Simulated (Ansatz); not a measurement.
## Which isomer of CH5BSi+ gives these data?

These gas-phase data were calculated for one isomer of CH5BSi+ at r2SCAN-D4/def2-SVP (harmonic, unscaled wavenumbers; equilibrium rotational constants with average atomic masses):

| Property | Result |
| --- | --- |
| rotational constants | 27.06, 6.065, 5.114 GHz |
| all wavenumbers above 1500 cm⁻¹ | 3176, 3124, 3025, 2803, 2284 |

Candidates:

(1) the doublet with the links of `C[B][SiH2+]`
(2) the doublet with the links of `[BH][SiH+]C`

**Question.** Which candidate do the data belong to?

**Answer.** Candidate (2). The band at 2803 cm⁻¹ lies where the B–H stretch is expected; (1) has no mode between 2350 and 2900 cm⁻¹.

The same quantities for all candidates:

|  | rotational constants (GHz) | wavenumbers above 1500 cm⁻¹ | E above the lowest, r2SCAN-D4/def2-SVP (kcal/mol) |
| --- | --- | --- | --- |
| (1) | 75.92, 3.784, 3.691 | 3109, 3069, 2978, 2330, 2284 | 0.0 |
| (2) | 27.06, 6.065, 5.114 | 3176, 3124, 3025, 2803, 2284 | 14.1 |

Each candidate is one conformer. Open shells are spin-unrestricted. Programs: Ansatz 0.2.0.
